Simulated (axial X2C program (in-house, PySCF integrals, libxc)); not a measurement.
Levels of PO by electron attachment to PO⁺ (EOM-EA-CCSD)

Computed with an in-house all-electron X2C program for linear molecules (integrals from PySCF): two-component X2C with atomic mean-field Coulomb and Gaunt terms, Gaussian nuclei, basis P dyall-av3z, O dyall-av3z with contracted cores.

R = 1.485 Å (near the PBE0 minimum at charge 0 of the determinant lowest at the starting distance; the state shown can have its own minimum elsewhere).

Hartree–Fock spinors of PO⁺ (one of each Kramers pair; a window near the gap, which can cut inner shells):

```
  ω  occupied  ε (eV)                  character
1/2       yes  -28.79  41% O p, 38% P s, 11% O s
1/2       yes  -23.33  40% O p, 31% P p, 20% P s
1/2       yes  -22.78   70% O p, 20% P p, 5% P d
3/2       yes  -22.77   70% O p, 20% P p, 5% P d
1/2        no   -7.77  60% P p, 16% O p, 14% P d
3/2        no   -7.75  60% P p, 16% O p, 14% P d
1/2        no   -3.64  44% P p, 36% P d, 10% O s
1/2        no   -3.10           76% P s, 19% P p
1/2        no   -2.10            90% P p, 8% O p
3/2        no   -2.10            90% P p, 8% O p
```

Levels of PO obtained by attaching an electron to PO⁺:

```csv
Ω,binding energy (eV),above lowest (cm⁻¹),attached spinor,one-particle weight
1/2,8.329,0,"60% P pπ, 16% O pπ, 13% P dπ",0.95
3/2,8.303,208,"61% P pπ, 16% O pπ, 13% P dπ",0.95
1/2,4.414,31573,"41% P pσ, 38% P dσ, 11% O sσ",0.97
1/2,3.323,40373,"78% P sσ, 16% P pσ",0.99
1/2,2.257,48972,"88% P pπ, 10% O pπ",0.99
3/2,2.253,49002,"88% P pπ, 10% O pπ",0.99
1/2,1.454,55448,"64% P pσ, 16% O pσ, 9% P sσ",0.99
```

What is the splitting of the first π pair in the table, and is it regular or inverted?

E(3/2) − E(1/2) = 208 − 0 = 208 cm⁻¹ at EOM-EA-CCSD: regular, Ω = 1/2 lower. Splittings at this level can be off by ten to twenty per cent.

This point took 18 s on 1 thread of Intel(R) Xeon(R) Processor @ 2.30GHz, on a shared host.

Reference electrons by ω block (each with its −ω partner): 1/2: 9, 3/2: 2. 10 electrons of PO⁺ correlated (inner shells frozen), 92 natural virtual spinors (a truncated set); levels can be off by some tenths of an eV. Roots sought by Ω: (1/2: 5, 3/2: 4, 5/2: 2, 7/2: 1); rows need 60 % one-particle weight and stop where some Ω has no more roots. Missing are any skipped roots, higher Ω and states of a further excitation; these come out far too high here and may in truth be low or lowest. T1 of the reference 0.032 (Lee–Taylor). The reference was not checked to be the lowest state of its species. Number of frozen shells: P 2 s, 1 p; O 1 s. Large amplitudes in the reference (orbital relaxation or multireference character) lower the reliability.
